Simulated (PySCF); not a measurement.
# C₂H, SMILES `C#[C]` (charge 0, multiplicity 2)

Computed with PySCF 2.14.0 with PBE-D3(BJ)/def2-TZVP.

```yaml
highest_occupied_spin_orbital: -7.33 eV
dipole_moment: 0.97 D
total_energy: -76.5336 Ha
cost: about 23 core-seconds (a rough figure)
```

```xyz
3

C      1.1642    -0.0545     0.0000
C     -0.0548     0.0052     0.0000
H     -1.1094    -0.1994     0.0000
```
Charge 0, spin multiplicity 2.
